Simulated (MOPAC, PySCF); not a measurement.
C₂H₂O, SMILES `[CH]C=O` (singlet; the order of the spin states depends on the level; H–C–C–O torsion 83°), neutral singlet in the gas phase. This singlet lies 0.28 eV above the relaxed triplet at the level B3LYP/cc-pVTZ // PBE0-D3(BJ)/def2-TZVP (Ansatz); other levels give the other order.

Cartesian coordinates (Å):
```xyz
5

C      0.8502     0.0201     0.2716
C     -0.4699    -0.2062     0.1177
O     -0.6923     1.0312     0.0129
H      1.5144     0.1672    -0.5755
H     -1.2024    -1.0123     0.1733
```
Charge 0, spin multiplicity 1.

All levels are single points at this geometry (PBE0-D3(BJ)/def2-TZVP); Pople sets use spherical d functions. Orbital energies aren't observables, and empty levels follow the basis.

```csv
level,HOMO (eV),LUMO (eV),gap (eV),dipole (D),"vertical IE, Delta-SCF (eV)"
PBE0-D3(BJ)/def2-TZVP in PySCF,-6.93,-1.86,5.08,2.58,–
B3LYP/3-21G in PySCF,-6.16,-1.62,4.54,2.52,–
B3LYP/6-311+G** in PySCF,-6.81,-2.30,4.51,2.73,–
PBE/6-31G* in PySCF,-5.19,-2.56,2.64,2.26,9.30
SVWN5/6-31G* in PySCF,-5.30,-2.82,2.48,2.28,9.54
HF/3-21G in PySCF,-9.69,3.15,12.84,3.54,–
HF/6-31G* in PySCF,-9.81,3.19,13.00,3.45,–
PM3 in MOPAC,-9.59,-0.74,8.85,2.71,–
PM7 in MOPAC,-9.80,-0.38,9.42,2.85,–
```
